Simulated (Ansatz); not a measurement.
Zinc-blende GaN (metastable phase), treated with r²SCAN in Ansatz (PAW).

The same calculation (at a fixed cell, not relaxed at this level and not confirmed as the measured one, 11.566 Å³/atom) with different numerical settings:

| run | k mesh | high-frequency dielectric constant | static dielectric constant | TO(Γ) frequency (cm⁻¹) | rough time |
|---|---|---|---|---|---|
| 1 | 4×4×4 | 5.156 | 9.741 | 532.7 | 20 core-s |
| 2 | 6×6×6 | 5.440 | 10.058 | 532.6 | 20 core-s |
| 3 | 8×8×8 | 5.532 | 10.157 | 532.6 | 40 core-s |
| 4 | 12×12×12 | 5.579 | 10.205 | 532.5 | 100 core-s |
| 5 | 16×16×16 | 5.587 | 10.214 | 532.5 | 4 core-min |
| 6 | 20×20×20 | 5.589 | 10.216 | 532.5 | 7 core-min |

In the column static dielectric constant the first row differs from the last by -0.475 and the next to last by -0.002.

The last row is no converged limit: other settings stay fixed.

Ansatz is an electronic-structure program.
